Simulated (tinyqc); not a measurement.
Worked calculation (part 2 of 2): RHF in the sto-3g basis, for H2O, spin multiplicity 1. Computed by tinyqc, a small Python program that keeps every step (integrals from PySCF). Command: `OMP_NUM_THREADS=1 python tinyqc.py 21381 21382 out.jsonl` (the two numbers bound the seeds that draw the settings). One thread of a shared host (Intel(R) Xeon(R) Processor @ 2.60GHz), about 0.07 s of CPU time with the checks.

Geometry (angstrom):
```
atom         x          y         z
O     0.000000   0.000000  0.000000
H     0.000000   0.723000  0.665000
H     0.000000  -0.736000  0.677000
```

## Iteration 13 (converged): orbitals

converged F (hartree), order 1O 1s, 1O 2s, 1O 2px, 1O 2py, 1O 2pz, 2H 1s, 3H 1s:
```
[[-20.248601, -5.164697, 0.000001, -0.000373, -0.028852, -1.127432, -1.081341],
 [-5.164697, -2.442880, 0.000000, -0.004277, -0.122780, -0.985697, -0.957480],
 [0.000001, 0.000000, -0.395667, 0.000001, -0.000004, 0.000002, 0.000002],
 [-0.000373, -0.004277, 0.000001, -0.289924, -0.004828, -0.368642, 0.363178],
 [-0.028852, -0.122780, -0.000004, -0.004828, -0.339192, -0.394176, -0.388905],
 [-1.127432, -0.985697, 0.000002, -0.368642, -0.394176, -0.555570, -0.398349],
 [-1.081341, -0.957480, 0.000002, 0.363178, -0.388905, -0.398349, -0.533426]]
```

X, order 1O 1s, 1O 2s, 1O 2px, 1O 2py, 1O 2pz, 2H 1s, 3H 1s:
```
[[1.024029, -0.141345, 0.000000, -0.000253, -0.010370, 0.021156, 0.020668],
 [-0.141345, 1.218469, 0.000000, 0.003973, 0.109721, -0.278184, -0.265400],
 [0.000000, 0.000000, 1.000000, 0.000000, 0.000000, 0.000000, 0.000000],
 [-0.000253, 0.003973, 0.000000, 1.091371, 0.001883, -0.209348, 0.203897],
 [-0.010370, 0.109721, 0.000000, 0.001883, 1.061255, -0.155082, -0.149447],
 [0.021156, -0.278184, 0.000000, -0.209348, -0.155082, 1.196908, -0.100328],
 [0.020668, -0.265400, 0.000000, 0.203897, -0.149447, -0.100328, 1.185995]]
```

Diagonalise F' = X^T F X, C = X C', fill 5 alpha and 5 beta electrons from the bottom; D = 2 C_occ C_occ^T. Each column has its largest component positive (the first on a tie).

F' = X^T F X (hartree):
```
[[-19.870500, -2.691219, 0.000001, -0.000227, -0.057913, -0.169120, -0.155942],
 [-2.691219, -1.263420, -0.000001, 0.002441, 0.119399, -0.491000, -0.472665],
 [0.000001, -0.000001, -0.395667, 0.000001, -0.000005, 0.000002, 0.000003],
 [-0.000227, 0.002441, 0.000001, -0.027754, -0.001081, -0.445904, 0.439577],
 [-0.057913, 0.119399, -0.000005, -0.001081, -0.162485, -0.353478, -0.345872],
 [-0.169120, -0.491000, 0.000002, -0.445904, -0.353478, 0.009676, -0.114878],
 [-0.155942, -0.472665, 0.000003, 0.439577, -0.345872, -0.114878, 0.005103]]
```

orbital energies (hartree): [-20.257236, -1.262160, -0.583332, -0.471434, -0.395667, 0.585958, 0.678825]

coefficients C, order 1O 1s, 1O 2s, 1O 2px, 1O 2py, 1O 2pz, 2H 1s, 3H 1s:
```
[[0.994234, -0.233370, 0.003430, 0.106966, -0.000003, 0.122470, -0.013423],
 [0.025735, 0.843446, -0.018551, -0.551562, 0.000016, -0.799397, 0.094129],
 [0.000000, 0.000000, -0.000002, 0.000021, 1.000000, 0.000006, 0.000001],
 [0.000109, 0.004254, 0.622295, -0.009996, 0.000000, 0.090524, 0.938588],
 [0.004275, 0.126983, 0.012994, 0.738920, -0.000011, -0.784777, 0.081279],
 [-0.005618, 0.158325, 0.453888, 0.292348, -0.000009, 0.682174, -0.898011],
 [-0.005395, 0.151707, -0.449312, 0.309640, -0.000013, 0.829881, 0.736150]]
```

D after iteration 13, order 1O 1s, 1O 2s, 1O 2px, 1O 2py, 1O 2pz, 2H 1s, 3H 1s:
```
[[2.108833, -0.460620, -0.000001, 0.000363, 0.107399, -0.019411, -0.018376],
 [-0.460620, 2.033256, 0.000010, -0.004881, -0.601176, -0.072549, -0.069265],
 [-0.000001, 0.000010, 2.000000, -0.000003, 0.000010, -0.000007, -0.000012],
 [0.000363, -0.004881, -0.000003, 0.774739, 0.002482, 0.560406, -0.564109],
 [0.107399, -0.601176, 0.000010, 0.002482, 1.124630, 0.484000, 0.484405],
 [-0.019411, -0.072549, -0.000007, 0.560406, 0.484000, 0.633160, -0.178731],
 [-0.018376, -0.069265, -0.000012, -0.564109, 0.484405, -0.178731, 0.641604]]
```

## Convergence

Stop when the energy changes by less than 1e-09 hartree and every element of the error matrix X^T (F D S - S D F) X is below 9e-06.

Course of the cycle:
```
iteration   E (hartree)     change  largest element of the error matrix
1          -66.90958071          -                             9.17e+00
2          -74.51538068  -7.61e+00                             5.70e-01
3          -74.95257586  -4.37e-01                             1.04e-01
4          -74.96349478  -1.09e-02                             2.94e-02
5          -74.96433567  -8.41e-04                             7.90e-03
6          -74.96443535  -9.97e-05                             2.96e-03
7          -74.96445000  -1.46e-05                             1.06e-03
8          -74.96445250  -2.50e-06                             4.13e-04
9          -74.96445297  -4.73e-07                             1.66e-04
10         -74.96445307  -9.53e-08                             6.97e-05
11         -74.96445309  -2.00e-08                             3.22e-05
12         -74.96445309  -4.29e-09                             1.60e-05
13         -74.96445309  -9.36e-10                             8.00e-06
```

PySCF RHF in the same basis = -74.96445309 hartree

Converged in 13 iterations.

## Populations, bond orders and dipole

overlap S, order 1O 1s, 1O 2s, 1O 2px, 1O 2py, 1O 2pz, 2H 1s, 3H 1s:
```
[[1.000000, 0.236704, 0.000000, 0.000000, 0.000000, 0.050849, 0.048750],
 [0.236704, 1.000000, 0.000000, 0.000000, 0.000000, 0.458467, 0.447139],
 [0.000000, 0.000000, 1.000000, 0.000000, 0.000000, 0.000000, 0.000000],
 [0.000000, 0.000000, 0.000000, 1.000000, 0.000000, 0.283060, -0.278351],
 [0.000000, 0.000000, 0.000000, 0.000000, 1.000000, 0.260352, 0.256037],
 [0.050849, 0.458467, 0.000000, 0.283060, 0.260352, 1.000000, 0.272197],
 [0.048750, 0.447139, 0.000000, -0.278351, 0.256037, 0.272197, 1.000000]]
```

Mulliken: Z minus the diagonal of D S on the atom; Loewdin: the same with S^(1/2) D S^(1/2); Mayer order: 2 sum_s sum (D(s) S)_ij (D(s) S)_ji over the two atoms.

Charges (e):
```
atom   Mulliken    Loewdin
1O    -0.322965  -0.227179
2H     0.165099   0.115520
3H     0.157867   0.111658
```

Mayer bond orders:
```
pair     order
2-1   0.967689
3-1   0.970025
3-2   0.005053
```

dipole moment about the origin, x y z (debye): [-0.000004, 0.012346, 1.736369]
